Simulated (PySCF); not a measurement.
Isomers of C3H3NOS, mass 100.994 u with the commonest isotopes. Computed with PySCF, PBE0-D3(BJ)/def2-SVP geometry optimisation, gas phase. One conformer each, none proved a minimum here; rigid rotors.

Question: Order these by rotational constant B, largest first.
A. `[SH:1][c:2]1[cH:3][n:4][o:5][cH:6]1` with H–S1–C2–C3 1°
B. `[SH:1][c:2]1[cH:3][cH:4][n:5][o:6]1` with H–S1–C2–C3 179°
C. `[OH:1][c:2]1[cH:3][n:4][s:5][cH:6]1` with H–O1–C2–C3 179°

Answer: C (2609 MHz), B (2155 MHz), A (2026 MHz).

Question: Order these by rotational constant C, smallest first.
A. `[SH:1][c:2]1[cH:3][n:4][o:5][cH:6]1` with H–S1–C2–C3 1°
B. `[OH:1][c:2]1[cH:3][n:4][s:5][cH:6]1` with H–O1–C2–C3 179°
C. `[SH:1][c:2]1[cH:3][cH:4][n:5][o:6]1` with H–S1–C2–C3 179°

Answer: A (1670 MHz), C (1757 MHz), B (1942 MHz).

Question: Order these by radius of gyration √(Σ m r²/M), smallest first.
A. `[SH:1][c:2]1[cH:3][n:4][o:5][cH:6]1` with H–S1–C2–C3 1°
B. `[SH:1][c:2]1[cH:3][cH:4][n:5][o:6]1` with H–S1–C2–C3 179°
C. `[OH:1][c:2]1[cH:3][n:4][s:5][cH:6]1` with H–O1–C2–C3 179°

Answer: C (1.605 Å), B (1.688 Å), A (1.731 Å).

| SMILES | point group | Ia (u·Å²) | Ib (u·Å²) | Ic (u·Å²) | κ | μa (D) | μb (D) | μc (D) |
| --- | --- | --- | --- | --- | --- | --- | --- | --- |
| Sc1ccno1 | Cs | 53.13 | 234.48 | 287.61 | -0.90 | 1.19 | 1.56 | 0.01 |
| Oc1cnsc1 | Cs | 66.53 | 193.70 | 260.24 | -0.76 | 1.92 | 2.85 | 0.02 |
| Sc1cnoc1 | Cs | 53.24 | 249.39 | 302.63 | -0.91 | 2.28 | 0.32 | 0.02 |
